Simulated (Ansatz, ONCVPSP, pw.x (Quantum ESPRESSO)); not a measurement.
**What a changed setting does to a pw.x run (sc Sm)**

Potential: optimised norm-conserving Vanderbilt (ONCV), ONCVPSP 4.0.1, PBEsol; core [Kr] 4d10, reference 4f6 5s2 5p6 6s0.5; waves: 5s+6s: rc 2.30 bohr, ncon 4, nbas 8, qcut 4.5 1/bohr, 2 projectors; 5p: rc 2.70 bohr, ncon 5, nbas 8, qcut 5.5 1/bohr, 2 projectors, debl 1.2 Ha; d scattering state at 0.35 Ha: rc 2.50 bohr, ncon 3, nbas 7, qcut 3.7 1/bohr, 1 projector; 4f: rc 1.60 bohr, ncon 4, nbas 9, qcut 10.8 1/bohr, 2 projectors, debl 1 Ha; local part: polynomial inside 1.55 bohr (lpopt 5, dvloc0 2 Ha); core correction: Teter function fitted to the true core (icmod 2), fcfact 0.75. In the p channel the program set the typed energies aside and used -1.208, 0.250 Ha. In the d channel the program set the typed energies aside and used 0.050 Ha.

The reference run (k-mesh 13³, cutoffs 125/500 Ry, Fermi–Dirac 0.01 Ry, mixing_beta 0.4, conv_thr 1e-9, no spin) gives 0.42 GPa at 16.330 Å³/atom, where all-electron LAPW gives -0.49 GPa. This run, with its own iteration cap, changes k-mesh points per axis to 6.

```
&control
  calculation='scf', prefix='x', pseudo_dir='./', outdir='./tmp', tstress=.true., disk_io='none'
/
&system
  ibrav=0, nat=1, ntyp=1, ecutwfc=125, ecutrho=500, nbnd=16,
  occupations='smearing', smearing='fd', degauss=0.01
/
&electrons
  conv_thr=1e-09, mixing_beta=0.4, electron_maxstep=70
/
ATOMIC_SPECIES
Sm 1.0 Sm.UPF
CELL_PARAMETERS angstrom
  2.53704826 0.00000000 0.00000000
  0.00000000 2.53704826 0.00000000
  0.00000000 0.00000000 2.53704826
ATOMIC_POSITIONS crystal
Sm 0.0000 0.0000 0.0000
K_POINTS automatic
6 6 6 0 0 0
```

```bash
pw.x < Sm.scf.in > Sm.scf.out
```

How does the run end?

It converges in 11 iterations; the free energy moves by -2.6 meV/atom and the pressure by -1.14 GPa.

```
Message from routine setup:
     using ibrav=0 with symmetry is DISCOURAGED, use correct ibrav instead
     lattice parameter (alat)  =       4.7943  a.u.
     unit-cell volume          =     110.2003 (a.u.)^3
     number of electrons       =        16.00
     number of Kohn-Sham states=           16
     kinetic-energy cutoff     =     125.0000  Ry
     charge density cutoff     =     500.0000  Ry
     scf convergence threshold =      1.0E-09
     Exchange-correlation= PBESOL
     number of k points=    20  Fermi-Dirac smearing, width (Ry)=  0.0100
     iteration #  1     ecut=   125.00 Ry     beta= 0.40
     total energy              =    -197.47418280 Ry
     estimated scf accuracy    <      16.87742043 Ry
     iteration #  2     ecut=   125.00 Ry     beta= 0.40
     total energy              =    -202.19448956 Ry
     estimated scf accuracy    <       9.59535899 Ry
     iteration #  3     ecut=   125.00 Ry     beta= 0.40
     total energy              =    -203.15238591 Ry
     estimated scf accuracy    <       0.03871706 Ry
     iteration #  4     ecut=   125.00 Ry     beta= 0.40
     total energy              =    -203.15843242 Ry
     estimated scf accuracy    <       0.02163773 Ry
     iteration #  5     ecut=   125.00 Ry     beta= 0.40
     total energy              =    -203.16099167 Ry
     estimated scf accuracy    <       0.03325823 Ry
     iteration #  6     ecut=   125.00 Ry     beta= 0.40
     total energy              =    -203.16623950 Ry
     estimated scf accuracy    <       0.00141514 Ry
     iteration #  7     ecut=   125.00 Ry     beta= 0.40
     total energy              =    -203.16634107 Ry
     estimated scf accuracy    <       0.00007988 Ry
     iteration #  8     ecut=   125.00 Ry     beta= 0.40
     total energy              =    -203.16635770 Ry
     estimated scf accuracy    <       0.00000288 Ry
     iteration #  9     ecut=   125.00 Ry     beta= 0.40
     total energy              =    -203.16635387 Ry
     estimated scf accuracy    <       0.00001823 Ry
     iteration # 10     ecut=   125.00 Ry     beta= 0.40
     total energy              =    -203.16635622 Ry
     estimated scf accuracy    <       0.00000007 Ry
     iteration # 11     ecut=   125.00 Ry     beta= 0.40
     the Fermi energy is    25.2654 ev
!    total energy              =    -203.16635623 Ry
     estimated scf accuracy    <          7.1E-10 Ry
     smearing contrib. (-TS)   =      -0.03179561 Ry
     The total energy is F=E-TS. E is the sum of the following terms:
     one-electron contribution =     -11.29408322 Ry
     hartree contribution      =      27.61081263 Ry
     xc contribution           =     -67.94968214 Ry
     ewald contribution        =    -151.50160789 Ry
     convergence has been achieved in  11 iterations
          total   stress  (Ry/bohr**3)                   (kbar)     P=       -7.21
     Message from routine punch:
     Nothing written, as per user request (disk_io='none')
```

The run took about 7 s on one core of a shared host (Intel(R) Xeon(R) 6975P-C, 192 threads, 378 GiB, load 212).
